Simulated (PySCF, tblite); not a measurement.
# C4H11P: infrared bands and NMR shifts

What infrared bands and NMR shifts should C4H11P (`CPC(C)C`) show?

Computed with tblite 0.8.0 and PySCF 2.14.0, with density-fitted response routines of our own, on a single molecule in the gas phase. Atoms are numbered from 0 throughout.

## (1) The molecule as given

16 atoms, charge 0, multiplicity 1; geometry from: GFN2-xTB.

Bonds of the start (Å): C0–P1 1.85, P1–C2 1.88, C2–C3 1.53, C2–C4 1.53, C0–H5 1.09, C0–H6 1.09, C0–H7 1.09, P1–H8 1.40, C2–H9 1.10, C3–H10 1.09, C3–H11 1.09, C3–H12 1.09, C4–H13 1.09, C4–H14 1.09, C4–H15 1.09.

## (2) Vibrational analysis with GFN2-xTB

The job: settings as JSON, then the geometry in Å.

```
{"job": {"kind": "ir", "xc": "GFN2-xTB", "basis": "xTB"}, "charge": 0, "multiplicity": 1}
C      2.295610    -0.328018     0.187345
P      0.998911     0.851012     0.787495
C     -0.512099     0.082885    -0.024721
C     -0.916612    -1.186853     0.716780
C     -1.648103     1.100502    -0.019371
H      3.268243     0.149144     0.293393
H      2.136803    -0.605911    -0.853669
H      2.286718    -1.222121     0.809185
H      1.197793     1.785177    -0.241054
H     -0.257503    -0.170126    -1.062115
H     -1.808491    -1.621227     0.266928
H     -0.121698    -1.929599     0.682329
H     -1.131058    -0.961509     1.760345
H     -2.534684     0.685523    -0.496664
H     -1.359259     2.004764    -0.552785
H     -1.902170     1.375302     1.002651
```

**Question.** This job is followed by: GIAO PBE0/pcSseg-1 NMR shielding, non-relativistic, gas phase. Predict these results of the whole session: strongest single infrared mode (GFN2-xTB); zero-point energy (GFN2-xTB); ¹³C shifts against TMS (PBE0/pcSseg-1, means over atoms taken as alike); ¹H shifts against TMS (PBE0/pcSseg-1, means over atoms taken as alike); ³¹P shifts against H3PO4 (PBE0/pcSseg-1).

**Answer**, as computed:

| quantity | value |
| --- | --- |
| strongest single infrared mode (GFN2-xTB) | 2233 cm⁻¹, 217 km/mol |
| zero-point energy (GFN2-xTB) | 86.8 kcal/mol |
| ¹³C shifts against TMS (PBE0/pcSseg-1, means over atoms taken as alike) | 33.2, 23.0, 8.5 ppm |
| ¹H shifts against TMS (PBE0/pcSseg-1, means over atoms taken as alike) | 3.21, 1.87, 1.19, 1.13 ppm |
| ³¹P shifts against H3PO4 (PBE0/pcSseg-1) | -90.0 ppm |

What this shows: All 42 modes are real, so the xTB geometry is a minimum. The strongest single mode, at 2233 cm⁻¹, moves mainly H8. GFN2-xTB is a fitted tight-binding method: band positions and strengths are rough. Its intensities can rank the bands wrongly. At PBE0/pcSseg-1: The largest span, 128 ppm, is at P1, where the paramagnetic term is -559 ppm.
